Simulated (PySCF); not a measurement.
Gas-phase reaction: 2 AlCl3 → 2 Al + 3 Cl2

Energies from PySCF, thermal terms from the rigid-rotor harmonic-oscillator model, ideal gas at 1 bar. The comparison is the NASA 1993 polynomial table, which mixes measured and estimated data. † marks an energy on the PBE0/def2-TZVP geometry and frequencies; other levels use their own. MP2 and CCSD(T) freeze the core. 6-31G* has spherical d functions here. Open shells (unrestricted): Al (multiplicity 2, electronic degeneracy 6); the rest are closed-shell singlets. Spin-orbit splitting is ignored; it lowers the true energy and changes the entropy of Al. B3LYP is the form with VWN-RPA correlation. MP2 isn't extrapolated to the basis-set limit; its ΔH°(298 K) is 1960.1 kJ in def2-SVP and 1919.0 kJ in def2-TZVPP. CCSD(T) isn't extrapolated to the basis-set limit; its ΔH°(298 K) is 1869.1 kJ in def2-SVP and 1834.2 kJ in def2-TZVPP. The harmonic model lacks anharmonicity and excited electronic states, which grow with temperature; levels with a mode under 35 cm⁻¹ are left out. The table's entry may be an old estimate for AlCl3 (not checked at source).

```json
[
 {"level": "table", "ΔH°(298 K), kJ": "1828.6", "minus table": "-", "ΔG°(2000 K), kJ": "1103.8"},
 {"level": "B3LYP/6-31G*", "ΔH°(298 K), kJ": "1782.3", "minus table": "-46.3", "ΔG°(2000 K), kJ": "1051.3"},
 {"level": "B3LYP/def2-TZVP†", "ΔH°(298 K), kJ": "1768.0", "minus table": "-60.6", "ΔG°(2000 K), kJ": "1042.7"},
 {"level": "BLYP/def2-TZVP†", "ΔH°(298 K), kJ": "1699.4", "minus table": "-129.2", "ΔG°(2000 K), kJ": "974.1"},
 {"level": "CCSD(T)/def2-TZVPP†", "ΔH°(298 K), kJ": "1834.2", "minus table": "5.6", "ΔG°(2000 K), kJ": "1108.9"},
 {"level": "HF/6-31G*", "ΔH°(298 K), kJ": "1833.6", "minus table": "5.0", "ΔG°(2000 K), kJ": "1099.8"},
 {"level": "HF/def2-TZVP†", "ΔH°(298 K), kJ": "1800.6", "minus table": "-28.0", "ΔG°(2000 K), kJ": "1075.3"},
 {"level": "MP2/def2-SVP†", "ΔH°(298 K), kJ": "1960.1", "minus table": "131.5", "ΔG°(2000 K), kJ": "1234.9"},
 {"level": "PBE0/def2-QZVP†", "ΔH°(298 K), kJ": "1798.0", "minus table": "-30.6", "ΔG°(2000 K), kJ": "1072.8"},
 {"level": "PBE0/def2-TZVP", "ΔH°(298 K), kJ": "1803.0", "minus table": "-25.6", "ΔG°(2000 K), kJ": "1077.7"},
 {"level": "LDA/def2-TZVP†", "ΔH°(298 K), kJ": "1829.3", "minus table": "0.7", "ΔG°(2000 K), kJ": "1104.0"},
 {"level": "ωB97M-V/def2-TZVP†", "ΔH°(298 K), kJ": "1844.3", "minus table": "15.7", "ΔG°(2000 K), kJ": "1119.1"}
]
```
